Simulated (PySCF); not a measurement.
## methylamidogen anion: adiabatic energies of losing or gaining an electron at several levels

Structure: `C[NH-]` ([CH4N]-).

All levels share the PBE0-D3(BJ)/ma-def2-SVP structures and the PBE0-D3(BJ)/ma-def2-SVP thermal terms; only the single-point energies (PySCF) change. Values are adiabatic energies of losing or gaining an electron (0 K, eV).

| level | detachment energy to the radical | abs. error | time |
| --- | --- | --- | --- |
| HF/ma-def2-TZVP | -1.31 | 1.74 | 1.3 s |
| CCSD(T)/ma-def2-TZVP | 0.23 | 0.20 | 3.4 min |
| ωB97X-D3(BJ)/ma-def2-TZVP | 0.36 | 0.08 | – |
| MP2/ma-def2-TZVP | 0.46 | 0.03 | 6.4 s |
| ATcT 1.112 | 0.43 |  |  |

Times are wall times for all single points of a level on 1 thread of Arm Neoverse V1, a shared host; the dash marks the run that also made the structures.

Hartree-Fock leaves out electron correlation, so its ionisation energies and electron affinities from energy differences come out too low, often by 1 eV or more.

The spread: 1.76 eV, from -1.31 to 0.46.

Differences come from unrounded values, so a last digit can differ from that of the printed terms.
